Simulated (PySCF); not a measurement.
The dipole of `C=NC` (N-methylmethanimine) from its density and from atomic charges.

Coordinates (PBE0-D3(BJ)/def2-TZVP, Å) and charges (e) from the PBE0/pcSseg-2 density (PySCF):

```json
{"atom": "C1", "x": "1.202", "y": "0.168", "z": "0.495", "Mulliken": "+0.0533", "IAO": "-0.1311", "Hirshfeld": "-0.0070", "ESP-fitted": "+0.1934"}
{"atom": "N2", "x": "0.318", "y": "-0.685", "z": "0.227", "Mulliken": "-0.2818", "IAO": "-0.2489", "Hirshfeld": "-0.1488", "ESP-fitted": "-0.4682"}
{"atom": "C3", "x": "-0.915", "y": "-0.220", "z": "-0.350", "Mulliken": "+0.0891", "IAO": "-0.3166", "Hirshfeld": "-0.0825", "ESP-fitted": "+0.0482"}
{"atom": "H4", "x": "2.144", "y": "-0.159", "z": "0.933", "Mulliken": "+0.0586", "IAO": "+0.1542", "Hirshfeld": "+0.0543", "ESP-fitted": "+0.0386"}
{"atom": "H5", "x": "1.076", "y": "1.244", "z": "0.310", "Mulliken": "+0.0067", "IAO": "+0.1043", "Hirshfeld": "+0.0429", "ESP-fitted": "+0.0373"}
{"atom": "H6", "x": "-0.951", "y": "0.869", "z": "-0.498", "Mulliken": "-0.0098", "IAO": "+0.1132", "Hirshfeld": "+0.0355", "ESP-fitted": "+0.0158"}
{"atom": "H7", "x": "-1.068", "y": "-0.717", "z": "-1.312", "Mulliken": "+0.0419", "IAO": "+0.1625", "Hirshfeld": "+0.0529", "ESP-fitted": "+0.0673"}
{"atom": "H8", "x": "-1.746", "y": "-0.521", "z": "0.294", "Mulliken": "+0.0420", "IAO": "+0.1625", "Hirshfeld": "+0.0529", "ESP-fitted": "+0.0677"}
```

Problem. Form Σ q r in debye for every column and set it beside the full dipole.

Solution. The full density gives (-0.15, 1.49, -0.25) D, 1.52 D in size; dipole vectors point from the negative to the positive end.

```tsv
scheme	μx	μy	μz	size (D)	share of the full size (%)	angle to the full dipole (°)
Mulliken	-0.40	0.58	-0.24	0.74	49	29
IAO	-0.33	1.06	-0.27	1.14	75	12
Hirshfeld	0.00	0.62	-0.08	0.62	41	6
ESP-fitted	-0.21	1.50	-0.27	1.54	101	2
```

Problem. Which set comes closest?

Solution. Length of the difference vector: ESP-fitted 0.06 D, IAO 0.47 D, Hirshfeld 0.90 D, Mulliken 0.94 D. Closest: ESP-fitted. The schemes that divide the density aren't constrained to reproduce the dipole.

Problem. What is left for the Hirshfeld atoms' own dipoles?

Solution. The shares of the density sum to the whole, so what Σ q r misses lies in dipoles about the nuclei. The atomic dipoles sum to (-0.15, 1.49, -0.25) − (0.00, 0.62, -0.08) = (-0.15, 0.87, -0.17) D, 0.90 D in size.

Problem. With the origin at the mean of the coordinates, (0.008, -0.003, 0.012) Å, which are the largest single terms, by size, of the Mulliken dipole along the direction of the full one?

Solution. N2 +1.00, H4 -0.15, H8 -0.08, H7 -0.08, H6 -0.05 D; all 8 atoms together +0.65 D. The single terms depend on the origin, their sum doesn't.

Problem. Give the size of the full dipole in other units.

Solution. 1.52 D = 0.599 au = 0.317 e·Å = 5.08 × 10⁻³⁰ C·m.

Isolated species at its PBE0-D3(BJ)/def2-TZVP geometry, gas phase.
